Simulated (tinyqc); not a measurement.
Inside a calculation (part 1 of 2). Method: RKS/PBE0 in the sto-3g basis, for BH2+, spin multiplicity 1. Computed by tinyqc, a small Python program that keeps every step (integrals from PySCF). Settings: charge = 1, multiplicity = 1, basis = sto-3g, energy threshold = 1e-09, iteration cap = 84, orthogonalisation = symmetric, start = core, DIIS depth = 0, method = RKS, functional = pbe0, grid = [15, 86]. Command: `OMP_NUM_THREADS=1 python tinyqc.py 24767 24768 out.jsonl` (the two numbers bound the seeds that draw the settings). One thread of a shared host (Intel(R) Xeon(R) Processor @ 2.60GHz), about 0.6 s of CPU time with the checks. Later iterations appear only in the table of the cycle.

## One-electron integrals

Geometry (angstrom):
```
atom         x          y         z
B     0.000000   0.000000  0.000000
H     0.000000   1.349000  0.498000
H     0.000000  -1.349000  0.498000
```

Basis sto-3g: exponents (1/bohr^2) and contraction coefficients of normalised primitives:
```
element  l (shell)   exponent  coefficient
B            s (1)  48.791113     0.154329
B            s (1)   8.887362     0.535328
B            s (1)   2.405267     0.444635
B            s (2)   2.236956    -0.099967
B            s (2)   0.519821     0.399513
B            s (2)   0.169062     0.700115
B            p (3)   2.236956     0.155916
B            p (3)   0.519821     0.607684
B            p (3)   0.169062     0.391957
H            s (1)   3.425251     0.154329
H            s (1)   0.623914     0.535328
H            s (1)   0.168855     0.444635
```

Overlap, kinetic and nuclear-attraction integrals over the contracted functions; the nuclear repulsion is the sum of Za Zb / Rab.

nuclear repulsion = 3.87612434 hartree

overlap S, order 1B 1s, 1B 2s, 1B 2px, 1B 2py, 1B 2pz, 2H 1s, 3H 1s:
```
[[1.000000, 0.269328, 0.000000, 0.000000, 0.000000, 0.038038, 0.038038],
 [0.269328, 1.000000, 0.000000, 0.000000, 0.000000, 0.356469, 0.356469],
 [0.000000, 0.000000, 1.000000, 0.000000, 0.000000, 0.000000, 0.000000],
 [0.000000, 0.000000, 0.000000, 1.000000, 0.000000, 0.372790, -0.372790],
 [0.000000, 0.000000, 0.000000, 0.000000, 1.000000, 0.137620, 0.137620],
 [0.038038, 0.356469, 0.000000, 0.372790, 0.137620, 1.000000, 0.033834],
 [0.038038, 0.356469, 0.000000, -0.372790, 0.137620, 0.033834, 1.000000]]
```

kinetic energy T (hartree), order 1B 1s, 1B 2s, 1B 2px, 1B 2py, 1B 2pz, 2H 1s, 3H 1s:
```
[[10.826302, -0.047967, 0.000000, 0.000000, 0.000000, -0.011108, -0.011108],
 [-0.047967, 0.359168, 0.000000, 0.000000, 0.000000, 0.038685, 0.038685],
 [0.000000, 0.000000, 1.123881, 0.000000, 0.000000, 0.000000, 0.000000],
 [0.000000, 0.000000, 0.000000, 1.123881, 0.000000, 0.116781, -0.116781],
 [0.000000, 0.000000, 0.000000, 0.000000, 1.123881, 0.043111, 0.043111],
 [-0.011108, 0.038685, 0.000000, 0.116781, 0.043111, 0.760032, -0.009229],
 [-0.011108, 0.038685, 0.000000, -0.116781, 0.043111, -0.009229, 0.760032]]
```

nuclear attraction V (hartree), order 1B 1s, 1B 2s, 1B 2px, 1B 2py, 1B 2pz, 2H 1s, 3H 1s:
```
[[-23.883386, -3.337587, 0.000000, 0.000000, -0.008814, -0.473087, -0.473087],
 [-3.337587, -4.497973, 0.000000, 0.000000, -0.084104, -1.324691, -1.324691],
 [0.000000, 0.000000, -4.411901, 0.000000, 0.000000, 0.000000, 0.000000],
 [0.000000, 0.000000, 0.000000, -4.558072, 0.000000, -1.299210, 1.299210],
 [-0.008814, -0.084104, 0.000000, 0.000000, -4.431822, -0.489920, -0.489920],
 [-0.473087, -1.324691, 0.000000, -1.299210, -0.489920, -3.253043, -0.127566],
 [-0.473087, -1.324691, 0.000000, 1.299210, -0.489920, -0.127566, -3.253043]]
```

core Hamiltonian H = T + V (hartree), order 1B 1s, 1B 2s, 1B 2px, 1B 2py, 1B 2pz, 2H 1s, 3H 1s:
```
[[-13.057083, -3.385554, 0.000000, 0.000000, -0.008814, -0.484195, -0.484195],
 [-3.385554, -4.138805, 0.000000, 0.000000, -0.084104, -1.286006, -1.286006],
 [0.000000, 0.000000, -3.288021, 0.000000, 0.000000, 0.000000, 0.000000],
 [0.000000, 0.000000, 0.000000, -3.434192, 0.000000, -1.182429, 1.182429],
 [-0.008814, -0.084104, 0.000000, 0.000000, -3.307941, -0.446809, -0.446809],
 [-0.484195, -1.286006, 0.000000, -1.182429, -0.446809, -2.493011, -0.136795],
 [-0.484195, -1.286006, 0.000000, 1.182429, -0.446809, -0.136795, -2.493011]]
```

## Two-electron integrals

Functions are numbered as in S; the eight-fold symmetry (ij|kl) = (ji|kl) = (kl|ij) leaves the list below.

Two-electron integrals (ij|kl) in chemists' order, unique and non-zero (hartree):
```
(11|11) 2.923513    (21|11) 0.518376    (21|21) 0.109262    (22|11) 0.744229
(22|21) 0.193177    (22|22) 0.544804    (31|31) 0.020264    (32|31) 0.029996
(32|32) 0.120346    (33|11) 0.742491    (33|21) 0.193240    (33|22) 0.544682
(33|33) 0.586773    (41|41) 0.020264    (42|41) 0.029996    (42|42) 0.120346
(43|43) 0.031630    (44|11) 0.742491    (44|21) 0.193240    (44|22) 0.544682
(44|33) 0.523513    (44|44) 0.586773    (51|51) 0.020264    (52|51) 0.029996
(52|52) 0.120346    (53|53) 0.031630    (54|54) 0.031630    (55|11) 0.742491
(55|21) 0.193240    (55|22) 0.544682    (55|33) 0.523513    (55|44) 0.523513
(55|55) 0.586773    (61|11) 0.072809    (61|21) 0.015302    (61|22) 0.027179
(61|33) 0.027055    (61|41) 0.001009    (61|42) 0.001880    (61|44) 0.027395
(61|51) 0.000373    (61|52) 0.000694    (61|54) 0.000126    (61|55) 0.027102
(61|61) 0.002207    (62|11) 0.195251    (62|21) 0.051582    (62|22) 0.162637
(62|33) 0.157815    (62|41) 0.005287    (62|42) 0.033780    (62|44) 0.170406
(62|51) 0.001952    (62|52) 0.012470    (62|54) 0.004648    (62|55) 0.159531
(62|61) 0.007713    (62|62) 0.070418    (63|31) 0.004874    (63|32) 0.023481
(63|43) 0.006106    (63|53) 0.002254    (63|63) 0.007208    (64|11) 0.179143
(64|21) 0.047915    (64|22) 0.159367    (64|33) 0.151029    (64|41) 0.009035
(64|42) 0.053285    (64|44) 0.174351    (64|51) 0.001536    (64|52) 0.011003
(64|54) 0.006356    (64|55) 0.152543    (64|61) 0.007465    (64|62) 0.080479
(64|64) 0.097313    (65|11) 0.066133    (65|21) 0.017689    (65|22) 0.058832
(65|33) 0.055754    (65|41) 0.001536    (65|42) 0.011003    (65|44) 0.059855
(65|51) 0.005441    (65|52) 0.027542    (65|54) 0.007620    (65|55) 0.060822
(65|61) 0.002756    (65|62) 0.029710    (65|64) 0.033263    (65|65) 0.019487
(66|11) 0.365840    (66|21) 0.098367    (66|22) 0.352149    (66|33) 0.332083
(66|41) 0.011345    (66|42) 0.098310    (66|44) 0.384633    (66|51) 0.004188
(66|52) 0.036292    (66|54) 0.019400    (66|55) 0.339244    (66|61) 0.014901
(66|62) 0.202062    (66|64) 0.249662    (66|65) 0.092166    (66|66) 0.774606
(71|11) 0.072809    (71|21) 0.015302    (71|22) 0.027179    (71|33) 0.027055
(71|41) -0.001009   (71|42) -0.001880   (71|44) 0.027395    (71|51) 0.000373
(71|52) 0.000694    (71|54) -0.000126   (71|55) 0.027102    (71|61) 0.002098
(71|62) 0.006972    (71|64) 0.006228    (71|65) 0.002505    (71|66) 0.013235
(71|71) 0.002207    (72|11) 0.195251    (72|21) 0.051582    (72|22) 0.162637
(72|33) 0.157815    (72|41) -0.005287   (72|42) -0.033780   (72|44) 0.170406
(72|51) 0.001952    (72|52) 0.012470    (72|54) -0.004648   (72|55) 0.159531
(72|61) 0.006972    (72|62) 0.042044    (72|64) 0.036831    (72|65) 0.017349
(72|66) 0.089141    (72|71) 0.007713    (72|72) 0.070418    (73|31) 0.004874
(73|32) 0.023481    (73|43) -0.006106   (73|53) 0.002254    (73|63) 0.003748
(73|73) 0.007208    (74|11) -0.179143   (74|21) -0.047915   (74|22) -0.159367
(74|33) -0.151029   (74|41) 0.009035    (74|42) 0.053285    (74|44) -0.174351
(74|51) -0.001536   (74|52) -0.011003   (74|54) 0.006356    (74|55) -0.152543
(74|61) -0.006228   (74|62) -0.036831   (74|64) -0.029737   (74|65) -0.014973
(74|66) -0.076804   (74|71) -0.007465   (74|72) -0.080479   (74|74) 0.097313
(75|11) 0.066133    (75|21) 0.017689    (75|22) 0.058832    (75|33) 0.055754
(75|41) -0.001536   (75|42) -0.011003   (75|44) 0.059855    (75|51) 0.005441
(75|52) 0.027542    (75|54) -0.007620   (75|55) 0.060822    (75|61) 0.002505
(75|62) 0.017349    (75|64) 0.014973    (75|65) 0.010748    (75|66) 0.038115
(75|71) 0.002756    (75|72) 0.029710    (75|74) -0.033263   (75|75) 0.019487
(76|11) 0.019457    (76|21) 0.005117    (76|22) 0.015886    (76|33) 0.015532
(76|44) 0.016109    (76|51) 0.000359    (76|52) 0.002211    (76|55) 0.016002
(76|61) 0.000731    (76|62) 0.005382    (76|64) 0.005429    (76|65) 0.002499
(76|66) 0.013182    (76|71) 0.000731    (76|72) 0.005382    (76|74) -0.005429
(76|75) 0.002499    (76|76) 0.000541    (77|11) 0.365840    (77|21) 0.098367
(77|22) 0.352149    (77|33) 0.332083    (77|41) -0.011345   (77|42) -0.098310
(77|44) 0.384633    (77|51) 0.004188    (77|52) 0.036292    (77|54) -0.019400
(77|55) 0.339244    (77|61) 0.013235    (77|62) 0.089141    (77|64) 0.076804
(77|65) 0.038115    (77|66) 0.196096    (77|71) 0.014901    (77|72) 0.202062
(77|74) -0.249662   (77|75) 0.092166    (77|76) 0.013182    (77|77) 0.774606
```

## Orthogonalisation

S = U s U^T; symmetric (Loewdin) form X = U s^(-1/2) U^T, so that X^T S X = 1.

eigenvalues of S: [0.435922, 0.455607, 0.892775, 1.000000, 1.071718, 1.510559, 1.633420]

X, order 1B 1s, 1B 2s, 1B 2px, 1B 2py, 1B 2pz, 2H 1s, 3H 1s:
```
[[1.031044, -0.157094, 0.000000, 0.000000, -0.005934, 0.023264, 0.023264],
 [-0.157094, 1.154849, 0.000000, 0.000000, 0.047164, -0.220285, -0.220285],
 [0.000000, 0.000000, 1.000000, 0.000000, 0.000000, 0.000000, 0.000000],
 [0.000000, 0.000000, 0.000000, 1.136864, 0.000000, -0.236007, 0.236007],
 [-0.005934, 0.047164, 0.000000, 0.000000, 1.017641, -0.082802, -0.082802],
 [0.023264, -0.220285, 0.000000, -0.236007, -0.082802, 1.138047, -0.020238],
 [0.023264, -0.220285, 0.000000, 0.236007, -0.082802, -0.020238, 1.138047]]
```

## Starting guess

The start is the orbitals of the core Hamiltonian; D = 2 C_occ C_occ^T.

D at the start, order 1B 1s, 1B 2s, 1B 2px, 1B 2py, 1B 2pz, 2H 1s, 3H 1s:
```
[[2.151007, -0.569475, 0.000000, 0.000000, -0.189435, 0.052386, 0.052386],
 [-0.569475, 2.132488, 0.000000, 0.000000, 0.753921, -0.173047, -0.173047],
 [0.000000, 0.000000, 0.000000, 0.000000, 0.000000, 0.000000, 0.000000],
 [0.000000, 0.000000, 0.000000, 2.321860, 0.000000, -0.251010, 0.251010],
 [-0.189435, 0.753921, 0.000000, 0.000000, 0.266612, -0.061142, -0.061142],
 [0.052386, -0.173047, 0.000000, -0.251010, -0.061142, 0.041197, -0.013074],
 [0.052386, -0.173047, 0.000000, 0.251010, -0.061142, -0.013074, 0.041197]]
```

## Iteration 1: exchange-correlation on the grid

Becke grid with 15 radial and 86 angular points per atom, points of zero weight dropped. rho = sum D_ij phi_i phi_j; V_xc,ij = sum w v_xc phi_i phi_j plus the gradient terms; v_xc is d(rho eps)/d rho at fixed gradient. Exact exchange is left to K.

The 16 grid points with the largest w rho, of 3854 (bohr, atomic units):
```
x                  y          z         w       rho  |grad rho|^2     eps_xc       v_xc
0.000000   -1.300000   0.000000  0.117746  0.223827      0.115646  -0.394261  -0.512606
0.000000    1.300000   0.000000  0.117746  0.223827      0.115646  -0.394261  -0.512606
0.000000    1.205530   0.486516  0.115269  0.222513      0.122691  -0.393614  -0.511093
0.000000   -1.205530   0.486516  0.115269  0.222513      0.122691  -0.393614  -0.511093
0.486516   -1.205530   0.000000  0.124357  0.202331      0.097378  -0.382396  -0.496484
-0.486516   1.205530   0.000000  0.124357  0.202331      0.097378  -0.382396  -0.496484
-0.486516  -1.205530   0.000000  0.124357  0.202331      0.097378  -0.382396  -0.496484
0.486516    1.205530   0.000000  0.124357  0.202331      0.097378  -0.382396  -0.496484
-0.245783   0.902660   0.902660  0.124243  0.190863      0.084877  -0.375679  -0.487699
0.245783    0.902660   0.902660  0.124243  0.190863      0.084877  -0.375679  -0.487699
-0.245783  -0.902660   0.902660  0.124243  0.190863      0.084877  -0.375679  -0.487699
0.245783   -0.902660   0.902660  0.124243  0.190863      0.084877  -0.375679  -0.487699
0.000000   -1.205530  -0.486516  0.128189  0.184466      0.083436  -0.371874  -0.482090
0.000000    1.205530  -0.486516  0.128189  0.184466      0.083436  -0.371874  -0.482090
-0.480484   1.108274   0.480484  0.114104  0.203340      0.100234  -0.382990  -0.497094
0.480484   -1.108274   0.480484  0.114104  0.203340      0.100234  -0.382990  -0.497094
```

electrons on the grid, sum of w rho = 5.996714

E_xc = sum of w rho eps_xc = -3.50125785 hartree

V_xc (hartree), order 1B 1s, 1B 2s, 1B 2px, 1B 2py, 1B 2pz, 2H 1s, 3H 1s:
```
[[-1.434339, -0.221423, 0.000000, 0.000000, -0.005345, -0.031806, -0.031806],
 [-0.221423, -0.353283, 0.000000, 0.000000, -0.043573, -0.098684, -0.098684],
 [0.000000, 0.000000, -0.329678, 0.000000, 0.000000, 0.000000, 0.000000],
 [0.000000, 0.000000, 0.000000, -0.393570, 0.000000, -0.093943, 0.093943],
 [-0.005345, -0.043573, 0.000000, 0.000000, -0.327768, -0.038185, -0.038185],
 [-0.031806, -0.098684, 0.000000, -0.093943, -0.038185, -0.145485, -0.010009],
 [-0.031806, -0.098684, 0.000000, 0.093943, -0.038185, -0.010009, -0.145485]]
```

## Iteration 1: building the Kohn-Sham matrix

J_ij = sum D_kl (ij|kl), K_ij = sum D_kl (ik|jl); F = H + J - 0.125 K + V_xc; E = tr D H + tr D J / 2 - 0.0625 tr D K + E_xc + E_nn.

Coulomb J (hartree), order 1B 1s, 1B 2s, 1B 2px, 1B 2py, 1B 2pz, 2H 1s, 3H 1s:
```
[[8.920769, 1.825770, 0.000000, 0.000000, 0.033742, 0.257875, 0.257875],
 [1.825770, 3.699825, 0.000000, 0.000000, 0.146760, 1.074140, 1.074140],
 [0.000000, 0.000000, 3.651754, 0.000000, 0.000000, 0.000000, 0.000000],
 [0.000000, 0.000000, 0.000000, 3.769884, 0.000000, 1.036573, -1.036573],
 [0.033742, 0.146760, 0.000000, 0.000000, 3.665260, 0.403879, 0.403879],
 [0.257875, 1.074140, 0.000000, 1.036573, 0.403879, 2.224478, 0.106204],
 [0.257875, 1.074140, 0.000000, -1.036573, 0.403879, 0.106204, 2.224478]]
```

exchange K (hartree), order 1B 1s, 1B 2s, 1B 2px, 1B 2py, 1B 2pz, 2H 1s, 3H 1s:
```
[[5.987230, 1.109914, 0.000000, 0.000000, 0.019763, 0.168009, 0.168009],
 [1.109914, 1.354273, 0.000000, 0.000000, 0.407731, 0.405709, 0.405709],
 [0.000000, 0.000000, 0.326513, 0.000000, 0.000000, 0.000000, 0.000000],
 [0.000000, 0.000000, 0.000000, 1.434092, 0.000000, 0.348851, -0.348851],
 [0.019763, 0.407731, 0.000000, 0.000000, 0.456813, 0.147780, 0.147780],
 [0.168009, 0.405709, 0.000000, 0.348851, 0.147780, 0.248270, 0.043390],
 [0.168009, 0.405709, 0.000000, -0.348851, 0.147780, 0.043390, 0.248270]]
```

Kohn-Sham matrix F (hartree), order 1B 1s, 1B 2s, 1B 2px, 1B 2py, 1B 2pz, 2H 1s, 3H 1s:
```
[[-6.319057, -1.919947, 0.000000, 0.000000, 0.017112, -0.279127, -0.279127],
 [-1.919947, -0.961548, 0.000000, 0.000000, -0.031883, -0.361264, -0.361264],
 [0.000000, 0.000000, -0.006759, 0.000000, 0.000000, 0.000000, 0.000000],
 [0.000000, 0.000000, 0.000000, -0.237139, 0.000000, -0.283405, 0.283405],
 [0.017112, -0.031883, 0.000000, 0.000000, -0.027551, -0.099588, -0.099588],
 [-0.279127, -0.361264, 0.000000, -0.283405, -0.099588, -0.445052, -0.046023],
 [-0.279127, -0.361264, 0.000000, 0.283405, -0.099588, -0.046023, -0.445052]]
```

total energy of this density = -24.25387020 hartree

## Iteration 1: diagonalisation and new density

Diagonalise F' = X^T F X, C = X C', fill 3 alpha and 3 beta electrons from the bottom; D = 2 C_occ C_occ^T. Each column has its largest component positive (the first on a tie).

F' = X^T F X (hartree):
```
[[-6.141506, -1.045235, 0.000000, 0.000000, 0.008487, -0.010280, -0.010280],
 [-1.045235, -0.460036, 0.000000, 0.000000, 0.023636, -0.184089, -0.184089],
 [0.000000, 0.000000, -0.006759, 0.000000, 0.000000, 0.000000, 0.000000],
 [0.000000, 0.000000, 0.000000, -0.046785, 0.000000, -0.232056, 0.232056],
 [0.008487, 0.023636, 0.000000, 0.000000, -0.001158, -0.082242, -0.082242],
 [-0.010280, -0.184089, 0.000000, -0.232056, -0.082242, -0.282723, -0.030850],
 [-0.010280, -0.184089, 0.000000, 0.232056, -0.082242, -0.030850, -0.282723]]
```

orbital energies (hartree): [-6.328319, -0.557170, -0.493153, -0.112507, -0.006759, 0.081722, 0.194496]

coefficients C, order 1B 1s, 1B 2s, 1B 2px, 1B 2py, 1B 2pz, 2H 1s, 3H 1s:
```
[[0.987660, -0.203708, 0.000000, -0.224628, 0.000000, -0.146358, 0.000000],
 [0.045177, 0.537967, 0.000000, 0.865965, 0.000000, 0.645202, 0.000000],
 [0.000000, 0.000000, 0.000000, 0.000000, 1.000000, 0.000000, 0.000000],
 [0.000000, 0.000000, 0.404513, 0.000000, 0.000000, 0.000000, 1.113656],
 [-0.000543, 0.076351, 0.000000, -0.535140, 0.000000, 0.871413, 0.000000],
 [-0.007806, 0.432107, 0.520079, -0.457266, 0.000000, -0.533668, -0.675299],
 [-0.007806, 0.432107, -0.520079, -0.457266, 0.000000, -0.533668, 0.675299]]
```

D after iteration 1, order 1B 1s, 1B 2s, 1B 2px, 1B 2py, 1B 2pz, 2H 1s, 3H 1s:
```
[[2.033937, -0.129937, 0.000000, 0.000000, -0.032178, -0.191467, -0.191467],
 [-0.129937, 0.582900, 0.000000, 0.000000, 0.082100, 0.464214, 0.464214],
 [0.000000, 0.000000, 0.000000, 0.000000, 0.000000, 0.000000, 0.000000],
 [0.000000, 0.000000, 0.000000, 0.327262, 0.000000, 0.420757, -0.420757],
 [-0.032178, 0.082100, 0.000000, 0.000000, 0.011660, 0.065992, 0.065992],
 [-0.191467, 0.464214, 0.000000, 0.420757, 0.065992, 0.914519, -0.167409],
 [-0.191467, 0.464214, 0.000000, -0.420757, 0.065992, -0.167409, 0.914519]]
```

## Iteration 2: exchange-correlation on the grid

As before.

The 16 grid points with the largest w rho, of 3854 (bohr, atomic units):
```
x                  y         z         w       rho  |grad rho|^2     eps_xc       v_xc
-0.710945   1.761638  0.000000  0.210704  0.061715      0.007803  -0.267466  -0.343760
-0.710945  -1.761638  0.000000  0.210704  0.061715      0.007803  -0.267466  -0.343760
0.710945    1.761638  0.000000  0.210704  0.061715      0.007803  -0.267466  -0.343760
0.710945   -1.761638  0.000000  0.210704  0.061715      0.007803  -0.267466  -0.343760
0.000000   -1.899687  0.000000  0.139004  0.092551      0.011833  -0.301757  -0.392915
0.000000    1.899687  0.000000  0.139004  0.092551      0.011833  -0.301757  -0.392915
0.000000    1.205530  0.486516  0.115269  0.110860      0.000581  -0.320000  -0.416281
0.000000   -1.205530  0.486516  0.115269  0.110860      0.000581  -0.320000  -0.416281
0.359162    1.319055  1.319055  0.192427  0.064302      0.008698  -0.270807  -0.347920
-0.359162   1.319055  1.319055  0.192427  0.064302      0.008698  -0.270807  -0.347920
-0.359162  -1.319055  1.319055  0.192427  0.064302      0.008698  -0.270807  -0.347920
0.359162   -1.319055  1.319055  0.192427  0.064302      0.008698  -0.270807  -0.347920
-0.702130   1.619518  0.702130  0.144668  0.082923      0.011474  -0.291972  -0.378783
-0.702130  -1.619518  0.702130  0.144668  0.082923      0.011474  -0.291972  -0.378783
0.702130   -1.619518  0.702130  0.144668  0.082923      0.011474  -0.291972  -0.378783
0.702130    1.619518  0.702130  0.144668  0.082923      0.011474  -0.291972  -0.378783
```

electrons on the grid, sum of w rho = 5.999702

E_xc = sum of w rho eps_xc = -3.24093595 hartree

V_xc (hartree), order 1B 1s, 1B 2s, 1B 2px, 1B 2py, 1B 2pz, 2H 1s, 3H 1s:
```
[[-1.411821, -0.208060, 0.000000, 0.000000, -0.001363, -0.029624, -0.029624],
 [-0.208060, -0.292143, 0.000000, 0.000000, -0.028506, -0.110428, -0.110428],
 [0.000000, 0.000000, -0.264151, 0.000000, 0.000000, 0.000000, 0.000000],
 [0.000000, 0.000000, 0.000000, -0.336365, 0.000000, -0.123057, 0.123057],
 [-0.001363, -0.028506, 0.000000, 0.000000, -0.269322, -0.046893, -0.046893],
 [-0.029624, -0.110428, 0.000000, -0.123057, -0.046893, -0.356086, -0.009780],
 [-0.029624, -0.110428, 0.000000, 0.123057, -0.046893, -0.009780, -0.356086]]
```
